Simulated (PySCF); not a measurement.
Species: formimide, C2H3NO2.
Bonds: O1–C2 (double), C2–N3, N3–C4, C4–O5 (double). Hydrogens: H6 on C2; H7 on N3; H8 on C4.

The geometry is computed with GFN2-xTB (gas phase).

Q: List the bond lengths, angles and torsions at this level.

A: 
```
        bond  length (Å)
O1=C2, C4=O5       1.189
C2–N3, N3–C4       1.386
C2–H6, C4–H8       1.107
       N3–H7       1.010
```

Bonds in one row agree within 0.01 Å and their mean is given. A selection of angles:
```
   angle  degrees
O1–C2–N3    126.5
O1–C2–H6    123.6
N3–C2–H6    110.0
C2–N3–C4    125.8
C2–N3–H7    117.1
```

Dihedral angles: O1–C2–N3–C4 0° (synperiplanar); C2–N3–C4–O5 0° (synperiplanar).

Of the pairs four or more bonds apart, O1···O5 is among the closest relative to their van der Waals radii: 2.86 Å, 94 % of the sum of Bondi's values. N3 (amide nitrogen) is planar (angles 125.8°, 117.1° and 117.1°, sum 360.0°, 0.00 Å off the plane of its three neighbours). The 5 heavy atoms lie in one plane (0.000 Å rms).

Point group: C2v (tolerance 0.08 Å). GFN2-xTB frequencies: not computed here. The numbers are those of one conformer.
